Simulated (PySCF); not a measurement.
## Partial charges of `C=C=COC`

C4H6O.
Geometry (PBE0-D3(BJ)/def2-SVP, Å), atoms numbered from 1 in this order:
```xyz
11
C4H6O angstrom
C      2.6088    0.2376   -0.6225
C      1.3312    0.2723   -0.3460
C      0.0483    0.3642   -0.0735
O     -0.6145   -0.4962    0.7358
C     -2.0078   -0.4959    0.5887
H      2.9950   -0.2862   -1.5057
H      3.3492    0.7271    0.0227
H     -0.5414    1.1947   -0.4892
H     -2.4165   -1.1576    1.3634
H     -2.3185   -0.8753   -0.4016
H     -2.4339    0.5153    0.7279
```

Density: PBE0/pcSseg-1 (PySCF); schemes: Mulliken, IAO, Hirshfeld and ESP-fitted. One conformer (not necessarily the lowest) at the PBE0-D3(BJ)/def2-SVP geometry, without solvent, vibrations or thermal averaging.

Problem. Do the Mulliken, IAO, Hirshfeld and ESP-fitted schemes agree on where the charge is highest?

Solution. The schemes don't all agree: Mulliken H7 (+0.150); IAO H6, H7 and H9 (+0.162); Hirshfeld H9 (+0.056); ESP-fitted H6 (+0.201).

Problem. For which atoms does the sign change between the 4 schemes (beyond +0.03 e in one, beyond −0.03 e in another)?

Solution. C3. Atomic charges aren't observables, and each scheme defines them in its own way.

Problem. Do the Mulliken, IAO, Hirshfeld and ESP-fitted schemes agree on where the charge is lowest?

Solution. The schemes don't all agree: Mulliken O4 (-0.448); IAO O4 (-0.328); Hirshfeld O4 (-0.118); ESP-fitted C1 (-0.440).

Problem. Give the atomic charges in each scheme.

Solution. In e:

```
atom                               environment  Mulliken     IAO  Hirshfeld  ESP-fitted
  C1    outer carbon of cumulated double bonds    -0.145  -0.319     -0.101      -0.440
  C2  central carbon of cumulated double bonds    -0.190  -0.045     -0.046      -0.013
  C3    outer carbon of cumulated double bonds    +0.068  +0.006     +0.002      -0.043
  O4                              ether oxygen    -0.448  -0.328     -0.118      -0.185
  C5                            methoxy carbon    -0.041  -0.197     -0.032      -0.183
  H6                            hydrogen on C1    +0.149  +0.162     +0.055      +0.201
  H7                            hydrogen on C1    +0.150  +0.162     +0.054      +0.199
  H8                            hydrogen on C3    +0.121  +0.141     +0.050      +0.133
  H9                           methyl hydrogen    +0.130  +0.162     +0.056      +0.124
 H10                           methyl hydrogen    +0.104  +0.129     +0.040      +0.107
 H11                           methyl hydrogen    +0.100  +0.125     +0.041      +0.101
```

Mean size of the charges over all atoms: IAO 0.162 e, ESP-fitted 0.157 e, Mulliken 0.150 e, Hirshfeld 0.054 e. Each set sums to the total charge, 0, to within 0.001 e. The Hirshfeld scheme divides the density at each point in proportion to the densities of the neutral, spherically averaged free atoms.

Problem. How many electrons does the IAO scheme count on C3?

Solution. Z − q = 6 − (+0.006) = 5.994.

Problem. How closely do the schemes follow one another over all atoms?

Solution. Correlation coefficient and root-mean-square difference: IAO with Hirshfeld 0.97, 0.127 e; IAO with ESP-fitted 0.94, 0.063 e; Mulliken with Hirshfeld 0.94, 0.125 e; Hirshfeld with ESP-fitted 0.90, 0.137 e; Mulliken with IAO 0.87, 0.094 e; Mulliken with ESP-fitted 0.71, 0.143 e.
